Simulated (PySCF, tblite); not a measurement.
fluoride and hydrogen fluoride

A gas-phase complex of fluoride and hydrogen fluoride; charge -1, singlet. The structure comes from a short search (6 tight-binding starts) and was relaxed by PBE0-D3(BJ)/def2-TZVPD; another way of binding may lie lower. Frequencies by PBE0-D3(BJ)/def2-TZVPD show no clear imaginary mode.

```csv
part,name,SMILES,atoms,charge,multiplicity
1,fluoride,[F-],1,-1,1
2,hydrogen fluoride,F,2–3,0,1
```

```
atom  part   x (Å)  y (Å)   z (Å)
  F1     1  -0.114  0.051  -0.500
  F2     2   0.366  0.895  -2.569
  H3     2   0.126  0.473  -1.535
```

Contacts between parts, classed by geometry: F1···H3 1.143 Å (shared proton).

Interaction energies are complex less parts, with the parts frozen as they stand in it; counterpoise-corrected, in kcal/mol (PySCF). The CCSD(T) estimate is Hartree-Fock/aug-cc-pVQZ, plus the MP2 correlation part extrapolated as X⁻³ from aug-cc-pVTZ and aug-cc-pVQZ, plus CCSD(T) less MP2 in aug-cc-pVDZ; noble-gas cores are frozen. It isn't the exact limit.

**Question.** How strongly do the parts interact, level by level?

**Answer.** 
```tsv
level	interaction	superposition error removed
Hartree-Fock/aug-cc-pVQZ	-69.20	-
MP2/aug-cc-pVQZ	-64.45	-1.12
CCSD(T), estimated basis limit	-64.92	-
```

**Question.** What holds them together? Decompose the MP2/aug-cc-pVQZ energy: frozen parts, their antisymmetrised product, then relaxation.

**Answer.** electrostatic -75.9, Pauli repulsion +71.3, orbital relaxation -64.6, correlation +3.7 kcal/mol, which sum to the value before the counterpoise correction, the first three by Hartree-Fock. Of the attraction, 54 % is electrostatic, 46 % is orbital relaxation.

The parts were also relaxed and run alone, at the levels used for the complex: shieldings by PBE0/aug-pcSseg-3; core levels by delta-SCF with SCAN, aug-pcX-2 on the ionised atom and aug-pcseg-1 elsewhere, spin-free X2C.

**Question.** What does binding change?

**Answer.** 
| property | alone | in the complex | change |
| --- | --- | --- | --- |
| shielding of F1 (ppm) | 479.8 | 395.7 | -84.0 |
| shielding of H3 (ppm) | 29.06 | 13.47 | -15.59 |
| F1 1s core level (eV) | 680.05 | 683.79 | +3.75 |
